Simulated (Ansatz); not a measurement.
# CH2B (doublet): the correlation ladder, def2-TZVPP

One table from this session's results is given with a row withheld; the runs are named, their logs left out.

Computed with Ansatz 0.2.0, Gaussian basis. Level: def2-TZVPP, core rule «outside noble gas», up to 2 orbitals frozen.

Plan: UHF; ROHF; CCSD(T) on UHF.

2 further runs of the same task are left out: 2 set aside as unsound or not needed.

**What is computed**

The geometry is a PBE0/def2-TZVP stationary point (not a proven minimum).

4 atoms, charge 0, spin multiplicity 2.

Atoms are counted from 1 here; the program's logs count them from 0.

Bond lengths: B1–C2 1.382 Å, C2–H3 1.086 Å, C2–H4 1.086 Å. Angles: B1–C2–H3 121.6°, B1–C2–H4 121.6°, H3–C2–H4 116.9°.

Set-up of the first run:

Input file in.yaml:

```yaml
crystal:
  periodic: [false, false, false]
  atoms:
    - {symbol: B, position_ang: [0.000000, 0.000000, 0.826501]}
    - {symbol: C, position_ang: [0.000000, 0.000000, -0.555344]}
    - {symbol: H, position_ang: [0.000000, -0.925158, -1.123694]}
    - {symbol: H, position_ang: [0.000000, 0.925158, -1.123694]}
basis:
  gaussian: {orbitals: def2-TZVPP}
magnetization: {spin_polarized: true, initial_magnetization: 1}
hamiltonian: {xc: hf}
output: {orbitals: {seedname: orbitals}}
```

Command:

```bash
$ ansatz run in.yaml --threads 1 --pin off --events-out ev --progress --plain --max-ram 2816MiB --backend cpu
```

Among the steps run: UHF; ROHF; CCSD(T) on UHF.

One of the session's tables, all rows but one given; the rest of the session is left out.

It belongs to the step «Misses and costs». 

```
  method  from UCCSD(T) (meV)
    ROHF              +7151.8
     UHF                    ?
    UMP2              +1061.5
   UCCSD               +309.0
UCCSD(T)                    0
```

Q: Estimate the row for UHF from the others.

As computed: from UCCSD(T) (meV): +6995.1. In the column «from UCCSD(T) (meV)» it lies between UMP2 (+1061.5) and ROHF (+7151.8).

With the free atoms at the same levels and basis (separate runs), the atomisation energy is 13.128 eV at UCCSD(T), 10.412 eV at ROHF.
